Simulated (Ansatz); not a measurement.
# Competing steps

Reactants: CH₄O ([CH3][OH]) + SiH₃ (brackets give SMILES or just the links). Saddle points were found for several chosen steps; others may exist. Gas-phase electronic energies, without zero-point energy, by CCSD(T) at an estimated basis limit (MP2 extrapolated from triple and quadruple zeta, plus CCSD(T) − MP2 in triple zeta); Ansatz 0.2.0, def2-TZVPP and QZVPP, frozen cores, open shells unrestricted and without spin–orbit coupling, on PBE0-D4/def2-TZVP structures. Extrapolation: Hartree–Fock as exp(−7.88 √X), correlation as X^−2.97. No counterpoise correction.

(1) Rank the steps by the energy of their saddle points, lowest first, and give each saddle's height above the lowest. (To be estimated.)
A. hydrogen abstraction, to CH₃O ([CH2][OH]) + SiH₄ (breaks or loosens C–H; forms H–Si)
B. hydrogen abstraction, to CH₃O ([CH3][O]) + SiH₄ (breaks or loosens H–O; forms H–Si)

(2) Does the lowest of these saddles lead to the lowest end structure (the products still in contact)? (Judge from chemistry; the calculation decides.)

No T1 diagnostic of these runs exceeds 0.022. ⟨S²⟩ of the unrestricted Hartree–Fock references: 0.75 to 0.78 (a pure state has 0.75).

For scale, one of the runs: CCSD(T)/def2-TZVPP, 202 basis functions, launched by `ansatz run in.yaml --threads 4 --pin off --events-out ev --progress --plain --max-ram 9574MiB`. Hardware: 4 CPU threads of an Arm Neoverse V2, shared host. Wall time 2.3 min; peak host memory 6.5 GiB.

Answers

(1) The calculation gives: A (0.000 eV), B (0.183 eV). Heights count from the lowest.

The lowest of these saddles lies at 0.805 eV relative to the separated reactants.

(2) By the calculation: Yes. Relative to the separated reactants, the ends lie at 0.220 (CH₃O ([CH2][OH]) + SiH₄); 0.644 (CH₃O ([CH3][O]) + SiH₄) eV.
